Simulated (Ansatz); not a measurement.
A run of Ansatz (development build ahead of 0.2.0) on doublet C2H5 at this shape:

```yaml
atoms:
  - { symbol: C, position_ang: [0.0355, -0.0153, -0.7069] }
  - { symbol: C, position_ang: [-0.0163, 0.0051, 0.7894] }
  - { symbol: H, position_ang: [0.9405, -0.0341, 1.3640] }
  - { symbol: H, position_ang: [-0.9763, 0.0036, 1.3795] }
  - { symbol: H, position_ang: [0.0082, 1.0112, -1.0730] }
  - { symbol: H, position_ang: [0.8502, -0.4669, -1.1516] }
  - { symbol: H, position_ang: [-0.9280, -0.4725, -1.0899] }
```

Its results:

| Quantity | Value |
| --- | --- |
| Converged | yes |
| Reference energy | -78.59614 hartree |
| Correlation energy | -0.26860 hartree |
| Total energy | -78.86474 hartree |
| Spin squared of the determinant | 0.764 |

Q: Which input gives this output? Name the method, the orbitals and the basis set, and write the input.

A: UHF-MP2 in cc-pVDZ.

```yaml
crystal:
  periodic: [false, false, false]
  atoms:
    - { symbol: C, position_ang: [0.03545, -0.01529, -0.7069] }
    - { symbol: C, position_ang: [-0.01627, 0.00514, 0.78939] }
    - { symbol: H, position_ang: [0.94048, -0.03409, 1.36399] }
    - { symbol: H, position_ang: [-0.97632, 0.00358, 1.37948] }
    - { symbol: H, position_ang: [0.0082, 1.01124, -1.07301] }
    - { symbol: H, position_ang: [0.8502, -0.46687, -1.1516] }
    - { symbol: H, position_ang: [-0.92804, -0.47247, -1.08995] }
basis:
  gaussian: { orbitals: cc-pVDZ }
magnetization:
  spin_polarized: true
  initial_magnetization: 1
hamiltonian:
  xc: hf
correlation:
  method: mp2
  frozen_orbitals: { C: 1, H: 0 }
```
